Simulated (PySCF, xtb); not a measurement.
# CH5AlO: which of two isomers lies lower

Structure X is `C[O][AlH2]`, a singlet and structure Y is `[CH3][AlH][OH]`, a singlet. Both are isolated molecules in the gas phase, relaxed with PBE0-D3(BJ)/pcseg-1; the shapes shown needn't be the lowest conformers.

X (Å):

```yaml
atoms:
  - { symbol: C, position_ang: [-0.2686, 1.9172, 0.0958] }
  - { symbol: Al, position_ang: [-0.4412, 1.2445, -2.8804] }
  - { symbol: O, position_ang: [-0.3713, 1.5899, -1.2436] }
  - { symbol: H, position_ang: [0.6865, 1.5679, 0.5143] }
  - { symbol: H, position_ang: [-1.0811, 1.4497, 0.6698] }
  - { symbol: H, position_ang: [-0.3324, 3.0053, 0.2422] }
  - { symbol: H, position_ang: [0.2946, -0.0558, -3.4141] }
  - { symbol: H, position_ang: [-1.2456, 2.2264, -3.8326] }
```

Y (Å):

| atom | x (Å) | y (Å) | z (Å) |
| --- | --- | --- | --- |
| C | 0.8869 | 2.0122 | -1.0642 |
| Al | -0.7871 | 1.0837 | -1.4110 |
| O | -2.2135 | 2.0197 | -1.2365 |
| H | 1.7656 | 1.3627 | -1.1652 |
| H | 0.8946 | 2.4369 | -0.0503 |
| H | 1.0130 | 2.8591 | -1.7539 |
| H | -0.9201 | -0.4454 | -1.8355 |
| H | -3.1059 | 1.6927 | -1.3749 |

Q: Estimate which is lower in electronic energy at CCSD(T)/def2-SVP + ΔMP2/def2-TZVPP, and by roughly how much.

A: The CCSD(T)/def2-SVP + ΔMP2/def2-TZVPP calculation puts structure Y lower, by 111.8 kJ/mol.

The same difference at several levels:

```tsv
level	geometry	E(Y) − E(X) (kJ/mol)	departure from the last row (kJ/mol)	job, with rough time for the two
GFN2-xTB	GFN2-xTB	+15.2	+127.0	optimisation, 0.14 s
HF/STO-3G	GFN2-xTB	−27.9	+83.9	single point, 1.6 s
r2SCAN-D4/def2-SVP	GFN2-xTB	−86.1	+25.7	single point, 12 s
PBE0-D3(BJ)/pcseg-1	PBE0-D3(BJ)/pcseg-1	−101.1	+10.6	optimisation, 95 s
HF/def2-SVP	PBE0-D3(BJ)/pcseg-1	−75.0	+36.8	part of the CCSD(T) run
MP2/def2-SVP	PBE0-D3(BJ)/pcseg-1	−98.5	+13.3	part of the CCSD(T) run
CCSD(T)/def2-SVP	PBE0-D3(BJ)/pcseg-1	−90.2	+21.6	single point
CCSD(T)/def2-SVP + ΔMP2/def2-TZVPP	PBE0-D3(BJ)/pcseg-1	−111.8		single point, 27 s
```

As drawn, Y has 1 C–Al, 1 O–H in place of 1 C–O, 1 Al–H.

GFN2-xTB puts the two in the other order. The largest departure from CCSD(T)/def2-SVP + ΔMP2/def2-TZVPP is that of GFN2-xTB, 127.0 kJ/mol. A small imaginary or near-zero mode remains, so no thermal terms are given. The last row adds to CCSD(T) the change of the MP2 difference between the two basis sets, here −21.6 kJ/mol, a large step that makes the value less sure.

The correlated steps freeze 7 core orbitals. Programs: PySCF 2.14.0, xtb 6.7.1; the last row on 2 threads of Arm Neoverse V1 on a shared host.
